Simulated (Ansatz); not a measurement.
Process, species as SMILES: FOF + H+ → F[OH+]F
B3LYP-D3(BJ)/def2-TZVP geometries, fixed; electronic energies without zero-point terms; positive where energy is released.
Largest species:
```xyz
4

F     -0.0223     1.1178    -0.2910
O      0.1853    -0.0026     0.5040
F     -0.0746    -1.1175    -0.2833
H     -0.6103     0.0182     1.1366
```
Charge +1, spin multiplicity 1.

Basis-set convergence of the proton affinity at PBE0 with Ansatz (a program for electronic structure). Cartesian d functions, on some or all atoms, in 6-31+G*; all else is spherical. The program fits the integrals of some runs and decomposes those of others, by size. The proton sits at the site shown, which need not be the one that binds it best. No added dispersion term, no relativity. Functions are those of the species that has most. Reference: the value in pcseg-4, 115.13 kcal/mol, itself unsure by roughly 0.10 kcal/mol (its mean distance from aug-pcseg-3, aug-cc-pVQZ, cc-pV5Z). Deviations are taken from unrounded values.

| basis | functions | proton affinity (kcal/mol) | minus reference (kcal/mol) |
|---|---|---|---|
| STO-3G | 16 | 165.04 | 49.91 |
| 3-21G | 29 | 108.89 | -6.24 |
| 6-31G | 29 | 100.71 | -14.42 |
| pcseg-0 | 29 | 94.09 | -21.04 |
| def2-SV(P) | 44 | 106.93 | -8.20 |
| cc-pVDZ | 47 | 113.52 | -1.60 |
| 6-31+G* | 59 | 108.45 | -6.68 |
| 6-311+G** | 72 | 110.07 | -5.06 |
| aug-pcseg-1 | 78 | 111.55 | -3.58 |
| cc-pVTZ | 104 | 115.89 | 0.76 |
| pcseg-2 | 104 | 114.12 | -1.00 |
| def2-TZVPD | 129 | 114.08 | -1.04 |
| 6-311++G(3df,3pd) | 135 | 114.54 | -0.59 |
| aug-cc-pVTZ | 161 | 114.77 | -0.36 |
| cc-pVQZ | 195 | 115.75 | 0.62 |
| def2-QZVPP | 201 | 115.34 | 0.22 |
| aug-pcseg-3 | 304 | 115.07 | -0.06 |
| pcseg-4 | 364 | 115.13 | 0.00 |
